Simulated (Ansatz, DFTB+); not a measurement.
hcp Y, lattice parameter a

Reference value: 3.648 Å (measured, 293 K, no zero-point or thermal correction; as tabulated in Wikipedia's data pages).

Task: What do GFN1-xTB as cut by DFTB+, LDA, PBE, PBE-D4, r²SCAN-D4, HSE06-D3(BJ), Hartree–Fock give, and how far is each from the reference?

Result: 
```csv
level (code),value (Å),difference (%)
GFN1-xTB as cut by DFTB+,3.641,-0.19
LDA (Ansatz),3.541,-2.93
PBE (Ansatz),3.656,+0.22
PBE-D4 (Ansatz),3.621,-0.74
r²SCAN-D4 (Ansatz),3.674,+0.71
HSE06-D3(BJ) (Ansatz),3.622,-0.71
Hartree–Fock (Ansatz),3.919,+7.43
```

Leaving aside GFN1-xTB as cut by DFTB+ (doubt noted below): The reference is not for a static lattice or low temperature, so close values are not ranked against it. Off by more than 1.25 %, or 1.75 % on the side where a correction would as a rule narrow the miss (bounds picked here): Hartree–Fock (+7.43 %), LDA (-2.93 %).

The reference isn't brought to a static lattice, while the calculations are for one, so the differences are not the levels' errors alone. The crystal itself was run without spin with LDA, PBE, PBE-D4, r²SCAN-D4, HSE06-D3(BJ), Hartree–Fock; a magnetic state was not tried in these runs. GFN1-xTB as cut by DFTB+: the cell has another shape than the first-principles one, perhaps another minimum in the same group. GFN1-xTB as cut by DFTB+: the cell moved over 20 % in volume from its start. GFN1-xTB as cut by DFTB+: the method was fitted mainly to molecules. GFN1-xTB as cut by DFTB+: codes differ in how they cut the long-range tail of xTB's charge interaction in a crystal, so the value belongs to this code. Cutoffs and k meshes differ between the levels. Ansatz's density-functional and Hartree–Fock values are scalar-relativistic unless marked +SOC, with PAW data made under PBE.

Differences are worked out from the printed values.

Ansatz is a program for electronic structure.
